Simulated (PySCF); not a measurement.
Atomic charges against the basis set

Species: C5H10O.
Atom-mapped SMILES: `[CH2:1]1[CH2:2][CH2:3][O:4][CH2:5][CH2:6]1` (hydrogens: H7, H8 on C1; H9, H10 on C2; H11, H12 on C3; H13, H14 on C5; H15, H16 on C6)

PBE0 throughout (PySCF), one geometry, spherical d and f functions. Isolated species at its PBE0-D3(BJ)/def2-SVP geometry (one conformer only). Atoms taken as equivalent share a column and are averaged.

Mulliken charges (e):

| basis | functions | C1 | C2/C6 | C3/C5 | O4 | H7/H8 | H9/H10/H15/H16 | H11/H12/H13/H14 |
| --- | --- | --- | --- | --- | --- | --- | --- | --- |
| pcSseg-0 | 74 | -0.492 | -0.517 | -0.098 | -0.675 | +0.244 | +0.247 | +0.230 |
| cc-pVDZ | 134 | -0.078 | -0.075 | +0.120 | -0.321 | +0.033 | +0.035 | +0.026 |
| pcSseg-1 | 152 | -0.255 | -0.251 | +0.062 | -0.505 | +0.120 | +0.120 | +0.104 |
| aug-cc-pVDZ | 228 | +0.440 | +0.512 | +0.854 | -0.609 | -0.250 | -0.233 | -0.283 |
| IGLO-III | 310 | -0.246 | -0.225 | -0.104 | -0.273 | +0.124 | +0.119 | +0.113 |
| cc-pVTZ | 320 | -0.187 | -0.176 | +0.001 | -0.275 | +0.092 | +0.087 | +0.070 |

IAO charges (e):

```
      basis  functions      C1   C2/C6   C3/C5      O4   H7/H8  H9/H10/H15/H16  H11/H12/H13/H14
   pcSseg-0         74  -0.270  -0.292  -0.075  -0.373  +0.137          +0.143           +0.133
    cc-pVDZ        134  -0.251  -0.270  -0.047  -0.389  +0.127          +0.132           +0.123
   pcSseg-1        152  -0.252  -0.272  -0.048  -0.397  +0.128          +0.133           +0.125
aug-cc-pVDZ        228  -0.257  -0.276  -0.050  -0.404  +0.130          +0.135           +0.127
   IGLO-III        310  -0.259  -0.278  -0.050  -0.406  +0.131          +0.136           +0.128
    cc-pVTZ        320  -0.259  -0.278  -0.049  -0.401  +0.131          +0.136           +0.127
```

Some averages cover members that differ in this geometry, most widely: H11/H12/H13/H14, Mulliken in aug-cc-pVDZ -0.361 to -0.205; H7/H8, Mulliken in aug-cc-pVDZ -0.290 to -0.211; H9/H10/H15/H16, Mulliken in aug-cc-pVDZ -0.262 to -0.203; H11/H12/H13/H14, Mulliken in IGLO-III +0.086 to +0.141 e.

Q: Which scheme is steadiest as the basis changes?

A: Largest range over the bases for any column: IAO 0.03 e, Mulliken 1.03 e. IAO charges move least and Mulliken charges most, counted in e.

Q: How much do the charges still move between the two largest bases, IGLO-III and cc-pVTZ?

A: At most, over all atoms: Mulliken 0.106 e, IAO 0.004 e.

Q: What do the same runs give for the total energy, the frontier levels and the dipole moment?

A: 
```json
{"basis": "pcSseg-0", "energy (Eh)": "-270.8233", "HOMO (eV)": "-7.03", "LUMO (eV)": "2.10", "μ (D)": "1.73"}
{"basis": "cc-pVDZ", "energy (Eh)": "-271.4654", "HOMO (eV)": "-6.97", "LUMO (eV)": "1.91", "μ (D)": "1.27"}
{"basis": "pcSseg-1", "energy (Eh)": "-271.4174", "HOMO (eV)": "-7.15", "LUMO (eV)": "1.50", "μ (D)": "1.43"}
{"basis": "aug-cc-pVDZ", "energy (Eh)": "-271.4838", "HOMO (eV)": "-7.15", "LUMO (eV)": "-0.03", "μ (D)": "1.42"}
{"basis": "IGLO-III", "energy (Eh)": "-271.5576", "HOMO (eV)": "-7.16", "LUMO (eV)": "0.88", "μ (D)": "1.42"}
{"basis": "cc-pVTZ", "energy (Eh)": "-271.5436", "HOMO (eV)": "-7.12", "LUMO (eV)": "1.29", "μ (D)": "1.34"}
```

The dipole is fixed by the density alone, so its range of 0.46 D shows that the density itself changes with the basis, not only its division among atoms.
